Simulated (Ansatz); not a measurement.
Geometry optimisation, RKS PBE-D4/def2-SVP in Ansatz 0.2.0.

The input (input.yaml):

```yaml
crystal:
  periodic: [false, false, false]
  atoms:
    - { symbol: Al, position_ang: [0.01113, -0.27214, 0.093124] }
    - { symbol: O, position_ang: [-0.012581, -0.333792, 1.849146] }
    - { symbol: H, position_ang: [-0.818191, -0.473237, 2.374366] }
    - { symbol: H, position_ang: [1.406771, -0.160219, -0.631904] }
    - { symbol: O, position_ang: [-1.383399, -0.411894, -0.897486] }
    - { symbol: H, position_ang: [-2.29607, -0.539735, -0.599267] }
    - { symbol: H, position_ang: [0.050603, 2.377826, 0.861342] }
    - { symbol: H, position_ang: [0.038537, 1.813791, 1.315079] }
basis:
  gaussian: { orbitals: def2-SVP }
hamiltonian:
  xc: pbe
  dispersion: d4
relax:
  f_tol: 0.03
  max_steps: 50
output:
  orbitals: {}
```

Launched with:

```bash
$ ansatz run input.yaml --threads 1 --pin off --max-ram 2048MiB --backend cpu --events-out ev --progress --plain --runs-dir out
```

**Question.** Where does it end, and by what steps?

**Answer.** It converged. After 7 steps the energy has fallen by 0.085 eV; H7 moved furthest, 0.31 Å.

```tsv
step	energy less start (eV)	largest force component (eV/Å)	accepted
0	0.0000	1.539	yes
1	-0.0674	0.587	yes
2	-0.0723	0.461	yes
3	-0.0767	0.372	yes
4	-0.0806	0.155	yes
5	-0.0826	0.117	yes
6	-0.0845	0.096	yes
7	-0.0850	0.018	yes
```

```xyz
8
Properties=species:S:1:pos:R:3
Al 0.014 -0.247 0.179
O -0.008 -0.531 1.879
H -0.795 -0.658 2.429
H 1.421 -0.094 -0.519
O -1.367 -0.263 -0.843
H -2.283 -0.425 -0.577
H -0.021 2.300 0.573
H 0.035 1.919 1.244
```

Run time: 5 s on 1 thread of AMD EPYC 9R45 96-Core Processor (Zen 5), with other jobs on the host, peak memory 0.14 GiB.
